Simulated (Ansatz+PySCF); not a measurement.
singlet MgO: levels of theory in one basis

```xyz
2

Mg    0.0000    0.0000   -0.6431
O     0.0000    0.0000    0.9647
```

Basis set: def2-SVP (spherical functions). Frozen core: 2 orbitals. Charge 0, multiplicity 1.

Computed with Ansatz (development build ahead of 0.2.0); each method stands on the lowest determinant of its kind that the runs found. NEVPT2 correlates all electrons. Active spaces start from the frontier orbitals, and the lowest solution found is given.

| method | E − E(RHF) (eV) | <S²> of the determinant |
| --- | --- | --- |
| RHF | 0.00 | 0.00 |
| UHF | -1.99 | 0.98 |
| RHF-MP2 | -7.36 | – |
| RHF-CCSD | -6.92 | – |
| RHF-CCSD(T) | -7.49 | – |
| CASSCF(8,8) | -4.67 | – |
| SC-NEVPT2(8,8) | -6.88 | – |

Problem. What does RHF-CCSDT(Q) give on the same scale?

Solution. -7.56 eV.

Problem. Is a single determinant a sound starting point here?

Solution. It is doubtful. Unrestricted orbitals lower Hartree–Fock by 1.99 eV and <S²> is 0.98 where a pure state has 0.00, a sign of strong static correlation. The CASSCF(8,8) natural occupations are 1.99, 1.96, 1.96, 1.87, 0.13, 0.04, 0.04, 0.01.

Caution for RHF, RHF-MP2, RHF-CCSD, RHF-CCSD(T), RHF-CCSDT(Q): an unrestricted determinant lies well below. Caution for UHF: the unrestricted determinant is a mixture of spin states; the determinant breaks the point group. Caution for RHF-MP2, RHF-CCSD, RHF-CCSD(T), RHF-CCSDT(Q): large share of triples, a single reference is doubtful.
